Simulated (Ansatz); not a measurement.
CCSD(T) forces

Al$_{2}$NH$_{6}$ (charge +1), closed shell, displaced at random from a GFN2-xTB minimum.

| atom | x (Å) | y (Å) | z (Å) |
| --- | --- | --- | --- |
| N1 | -1.0207 | 1.0583 | -0.6579 |
| Al2 | 0.8662 | -0.3632 | -0.7748 |
| Al3 | 0.7829 | -1.4281 | 1.5079 |
| H4 | -1.7748 | 0.7136 | -0.1651 |
| H5 | -0.7833 | 1.4145 | -1.7496 |
| H6 | -0.5350 | 1.8673 | 0.3716 |
| H7 | 1.1959 | -0.0921 | -2.6136 |
| H8 | 1.6558 | -2.4175 | 2.3217 |
| H9 | -0.1432 | -0.7486 | 2.2130 |

Program: Ansatz 0.2.0. Basis: def2-TZVPP. Cores are frozen in the correlated methods.

CCSD(T) forces from the calculation:
| atom | Fx | Fy | Fz (eV/Å) |
| --- | --- | --- | --- |
| N1 | 7.905 | 3.402 | -0.019 |
| Al2 | -0.847 | 0.975 | -2.840 |
| Al3 | 3.528 | -2.530 | -1.378 |
| H4 | -2.825 | -0.759 | -0.072 |
| H5 | -2.200 | -0.682 | 4.184 |
| H6 | -1.742 | -2.501 | -4.398 |
| H7 | -0.352 | -0.240 | 2.412 |
| H8 | 0.328 | -0.364 | -0.301 |
| H9 | -3.796 | 2.699 | 2.411 |

(1) Which atom feels the largest CCSD(T) force, and how large is it?

No T1 diagnostic of these runs exceeds 0.013.

## Answers

(1) N1, 8.61 eV/Å, along (0.92, 0.40, 0.00).

Root-mean-square difference of the force components from those of CCSD(T): PBE0-D4 0.094; wB97M-V 0.103; r2SCAN-D4 0.064; PBE-D4 0.160; SPW92 0.200; r2SCAN0-D4 0.132 eV/Å.

For scale, one of the runs: CCSD(T)/def2-TZVPP forces, 199 basis functions (an equivalent command: `ansatz run in.yaml --threads 4`). Time: 84 s of wall clock on 4 CPU threads; the host was shared. Peak host memory: 4.4 GiB.
